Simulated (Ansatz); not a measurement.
One change: `[NH2][AlH][Cl]` becomes `[NH2][AlH][OH]`.

Ansatz, PBE0-D4/def2-TZVP geometries, multiplicity 1. Each molecule was computed in one conformer, which needn't be the lowest.

```tsv
property	`[NH2][AlH][Cl]`
HOMO energy (ωB97M-V/def2-TZVPP) / eV	-10.20
size of the dipole moment (ωB97M-V/def2-TZVPP) / D	2.16
HOMO–LUMO gap (PBE0/def2-TZVPP) / eV	7.34
HOMO–LUMO gap (B3LYP/def2-TZVPP) / eV	6.88
HOMO energy (PBE/def2-TZVPP) / eV	-6.42
size of the dipole moment (PBE/def2-TZVPP) / D	2.19
```

Question: What does the change do to each property? (Estimate.)

Answer: Ansatz gave: 
```tsv
property	`[NH2][AlH][OH]`	shift
HOMO energy (ωB97M-V/def2-TZVPP) / eV	-9.78	0.42
size of the dipole moment (ωB97M-V/def2-TZVPP) / D	0.41	-1.75
HOMO–LUMO gap (PBE0/def2-TZVPP) / eV	7.55	0.21
HOMO–LUMO gap (B3LYP/def2-TZVPP) / eV	7.07	0.19
HOMO energy (PBE/def2-TZVPP) / eV	-5.97	0.45
size of the dipole moment (PBE/def2-TZVPP) / D	0.36	-1.83
```

With PBE0 the HOMO rises by 0.43 eV and the LUMO rises by 0.64 eV, so the gap widens by about 0.21 eV. PBE moves the HOMO by 0.45 eV and ωB97M-V by 0.42 eV. The zero-point energy changes by 31.1 kJ/mol with +3 modes. Dipoles are sizes alone; their direction can turn.

B3LYP here is the variant with VWN-RPA as its local correlation; programs differ in this.
